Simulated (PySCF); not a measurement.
# ClH₃NO−, a complex of two parts: interaction energy

The task here is to estimate one member of a computed series from the others.

Computed with PySCF 2.14.0; each step states its level. No surroundings beyond the atoms listed, unless a continuum is named. Atoms count from 0, parts from 1.

## Starting point

6 atoms, charge -1, multiplicity 1; geometry: GFN2-xTB. Parts: 1 = atoms 0–4, `NO`, charge 0; 2 = atom 5, `[Cl-]`, charge -1.

Set-up of the first run:

The job: settings as JSON, then the geometry in Å.

```
{"job": {"xc": "PBE0", "basis": "def2-TZVPD", "d3": "d3bj", "grid": 3, "kind": "geom", "shake": 0.01}, "charge": -1, "multiplicity": 1, "parts": [{"atoms": "0-4", "charge": 0, "multiplicity": 1}, {"atoms": "5-5", "charge": -1, "multiplicity": 1}]}
O      0.766170     0.006633    -0.042124
N     -0.551096    -0.379416     0.396138
H      0.569477     0.847840    -0.597146
H     -1.068588    -0.509719    -0.453322
H     -0.956986     0.439895     0.840430
Cl    -0.555239     2.333850    -1.445667
```

On the command line:

```bash
$ OMP_NUM_THREADS=1 python cluster_run.py task.json out
```

This one command runs all jobs of the session in turn.

Among the steps run: Relaxing the molecule at PBE0-D3(BJ)/def2-TZVPD; Coupled-cluster interaction energy: CCSD(T) and MP2, 2.07 Å; Coupled-cluster interaction energy: CCSD(T) and MP2, 2.17 Å; Coupled-cluster interaction energy: CCSD(T) and MP2, 2.28 Å; Coupled-cluster interaction energy: CCSD(T) and MP2, 1.97 Å; Coupled-cluster interaction energy: CCSD(T) and MP2, 2.59 Å; Coupled-cluster interaction energy: CCSD(T) and MP2, 1.86 Å; Coupled-cluster interaction energy: CCSD(T) and MP2, 3.11 Å; Coupled-cluster interaction energy: CCSD(T) and MP2, 4.14 Å.

One table of the session follows, with a row left open; its other results are not shown here.

It belongs to the step «Coupled-cluster interaction energy: CCSD(T) and MP2, 4.14 Å». 

```
                 method  interaction energy (kcal/mol)
         HF/aug-cc-pVDZ                          -9.37
        MP2/aug-cc-pVDZ                          -9.22
       CCSD/aug-cc-pVDZ                          -9.12
    CCSD(T)/aug-cc-pVDZ                          -9.09
         HF/aug-cc-pVQZ                              ?
        MP2/aug-cc-pVQZ                          -9.27
    SCS-MP2/aug-cc-pVQZ                          -9.19
      MP2, extrapolated                          -9.30
CCSD(T), limit estimate                          -9.17
```

Estimate the missing values for HF/aug-cc-pVQZ.

As computed: interaction energy (kcal/mol): -9.34. In the column «interaction energy (kcal/mol)» it lies between HF/aug-cc-pVDZ (-9.37) and MP2, extrapolated (-9.30).
